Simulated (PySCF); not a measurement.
Input of a run (PBE0-D3(BJ)/def2-SVP geometry optimisation, gas phase (PySCF 2.14.0)), started from GFN2-xTB:
```
{"job": {"xc": "PBE0", "basis": "def2-SVP", "d3": "d3bj", "grid": 1, "shake": 0.01, "kind": "geom"}, "charge": 0, "multiplicity": 1}
F      2.275200    -0.469600    -0.020610
C      0.998690    -0.089060    -0.013830
N     -0.032470    -0.987090    -0.024050
C     -1.015860    -0.208390    -0.002910
O     -0.735780     1.072400     0.003360
N      0.612280     1.164130     0.003480
H     -2.068120    -0.511490     0.004630
```

Output (energies in Eh, forces in Eh/bohr):
```
step   0  E = -360.66966655  max force = 0.060436
step   1  E = -360.66874670  max force = 0.017083
step   2  E = -360.67310145  max force = 0.009603
step   3  E = -360.67294052  max force = 0.012826
step   4  E = -360.67450074  max force = 0.002066
step   5  E = -360.67448554  max force = 0.003340
step   6  E = -360.67451242  max force = 0.001174
step   7  E = -360.67451873  max force = 0.001170
step   8  E = -360.67452937  max force = 0.000481
step   9  E = -360.67454111  max force = 0.000678
step  10  E = -360.67454027  max force = 0.001920
step  11  E = -360.67455446  max force = 0.001061
step  12  E = -360.67456212  max force = 0.000177
optimisation converged
```

Task: Summarise the run.

Result: The energy falls by 0.133 eV over 13 energy and gradient evaluations, the largest force component goes from 0.0604 to 1.8e-04 Eh/bohr, and the atoms move by 0.027 Å rms after alignment. The bond that changes most is N3–C4 (pyridine-type nitrogen to aromatic CH next to a ring nitrogen), which lengthens by 0.038 Å. Bonds longer at the end by more than 0.005 Å: 3 of 7; shorter: 4. Among the angles that change most is N3–C4–H7, from 125.6° to 128.8°. The energy rose by more than 1e-6 Eh at steps 1, 3 and 5.

Task: What are the final bond lengths?

Result: F1–C2 1.296 Å, C2–N3 1.354 Å, N3–C4 1.293 Å, C4–O5 1.326 Å, O5–N6 1.370 Å, C2–N6 1.301 Å, C4–H7 1.090 Å. Numbering counts from 1 in the input's order; the species is `Fc1ncon1`.

The run used 89 basis functions and 91 SCF cycles in all. On an Arm Neoverse V1 with one thread, on a shared host, this took 29 s of wall time and 0.38 GiB of memory at its peak.

Whether it is a minimum is left open (no frequencies).
